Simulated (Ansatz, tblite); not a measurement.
Cost and result up the ladder for Al(NH3)2H3 (AlN2H9) (12 atoms). Charge 0, multiplicity 1. Geometry: PBE-D4/def2-SVP.

```csv
atom,x (Å),y (Å),z (Å)
Al1,0.001,0.000,0.000
N2,0.492,-1.251,-1.729
H3,1.109,-2.032,-1.468
H4,0.974,-0.712,-2.462
H5,-0.353,-1.657,-2.154
N6,-0.493,1.251,1.729
H7,-0.037,0.908,2.586
H8,-1.506,1.268,1.907
H9,-0.190,2.225,1.591
H10,-0.915,0.963,-0.956
H11,1.589,0.331,0.213
H12,-0.672,-1.293,0.743
```

Ansatz on 4 threads of Arm Neoverse V2 on a shared host; xTB runs through tblite on one thread. Times are rough, summed over both states, and most runs start from the orbitals of an earlier one. PBE0-D4/def2-TZVP serves as the yardstick here, not as an exact answer. The other state is a triplet.

The xTB rows come from tblite. HOMO above LUMO, or a gap near zero within one spin, warns that the state may not be the lowest or that an electron is smeared out.

Run but left out: PBE-D4/def2-TZVP (triplet: an occupied level 0.07 eV above an empty one).

xTB has no spin-polarisation term.

```tsv
level	functions	wall time	vertical triplet (eV)	difference from PBE0-D4/def2-TZVP (eV)	remarks
GFN2-xTB	26	0.007 s	6.81	0.46	–
GFN1-xTB	35	0.009 s	7.37	1.03	–
PBE0-D4/def2-TZVP	153	4.1 s	6.34	0.00	–
r2SCAN-D4/def2-TZVP	153	6.1 s	6.09	-0.25	gap within one spin near zero (triplet)
```
